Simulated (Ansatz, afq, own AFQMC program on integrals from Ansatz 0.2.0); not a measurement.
# The Ga3–S5 bond of C₃H₉GaS, singlet, worked out

```yaml
atoms:
  - { symbol: C, position_ang: [-0.4197, 2.1204, 0.3139] }
  - { symbol: C, position_ang: [0.2427, 0.8342, 0.7910] }
  - { symbol: Ga, position_ang: [0.0228, -0.7637, -0.3537] }
  - { symbol: C, position_ang: [0.7230, -2.5622, 0.0172] }
  - { symbol: S, position_ang: [-1.1334, -0.5691, -2.2412] }
  - { symbol: H, position_ang: [-0.2457, 2.9576, 1.0103] }
  - { symbol: H, position_ang: [-1.5115, 2.0081, 0.2150] }
  - { symbol: H, position_ang: [-0.0378, 2.4382, -0.6697] }
  - { symbol: H, position_ang: [-0.1238, 0.5525, 1.7947] }
  - { symbol: H, position_ang: [1.3313, 0.9772, 0.9172] }
  - { symbol: H, position_ang: [0.7223, -3.1932, -0.8830] }
  - { symbol: H, position_ang: [0.0940, -3.0536, 0.7775] }
  - { symbol: H, position_ang: [1.7472, -2.5157, 0.4182] }
  - { symbol: H, position_ang: [-1.4244, 0.7401, -2.0787] }
```

The molecule and both fragments are relaxed with PBE0/def2-SVP; the fragments keep their bonds.

Basis def2-SVP. Only valence electrons are correlated. Integrals, coupled cluster, full CI and functionals: Ansatz 0.2.0; the random walks run on the same integrals in our own AFQMC program. The CISD trial takes its coefficients from CCSD amplitudes. Released means that phaseless walkers are propagated on without the constraint, phases kept. ± is one standard error of the sampling. No spin–orbit coupling.

Total energies in eV. CBS is CCSD(T) at the limit of def2-TZVPP/QZVPP (MP2 extrapolated, CCSD(T) minus MP2 added); the highest rung of each member is named.

Cautions: inner d shell frozen; no relativity below Rb; no spin-orbit coupling; C₃H₉GaS (singlet): the released value is read at 0.90 1/Eh with a noise of 21 meV, more than in the cases checked (meV from the phaseless value at times in 1/Eh: -20 ± 10 at 0.21, -24 ± 14 at 0.42, -35 ± 16 at 0.63, -26 ± 21 at 0.90); C₃H₈Ga (doublet): the released value is read at 0.90 1/Eh with a noise of 14 meV, more than in the cases checked (meV from the phaseless value at times in 1/Eh: -9 ± 12 at 0.21, -8 ± 10 at 0.42, -30 ± 11 at 0.63, -14 ± 14 at 0.90); HS (doublet): full CI with its own frozen core.

```
          member  count  CCSD(T)/def2-SVP  highest rung in def2-SVP           which  CCSD(T)/CBS
 C₃H₈Ga, doublet     +1       -55557.4821      -55557.5483 ± 0.0141  released AFQMC  -55573.8926
    HS (doublet)     +1       -10832.6769               -10832.6909             FCI  -10838.8128
C₃H₉GaS, singlet     -1       -66393.9534      -66394.0374 ± 0.0208  released AFQMC  -66416.7541
```

Q: Work out the best estimate of the bond energy: the CCSD(T)/CBS difference plus the step from CCSD(T) to the highest rung.

A: Sums with the counts: CCSD(T)/CBS 4.0487 eV, highest rung 3.7982 eV, CCSD(T)/def2-SVP 3.7944 eV. The step is 3.7982 − 3.7944 = 0.0038 eV, so the best estimate is 4.0487 + (0.0038) = 4.0525 eV = 391.0 kJ/mol, with sampling noise 0.025 eV. The step is under twice that noise, so its sign is open. The basis set is worth 0.254 eV of it. Zero-point, core-correlation and spin–orbit terms aren't in it. Past Ne the Hartree–Fock part of each CBS total tends to overshoot, since the cores don't follow the formula; that largely cancels in the difference.

Best estimates are given only where the step beyond CCSD(T) is under 0.3 eV and no member's determinant is very poor (T1 over 0.05, or 0.07 for open shells, ⟨S²⟩ too high by 0.3, two states mixed), so the hardest cases are missing from such tables.

Each member of a difference takes its own highest rung, so a best estimate needn't equal the limit plus the step of one row. Released energies are given only where the last usable release times agree within the noise; a slower fall can still hide under it.
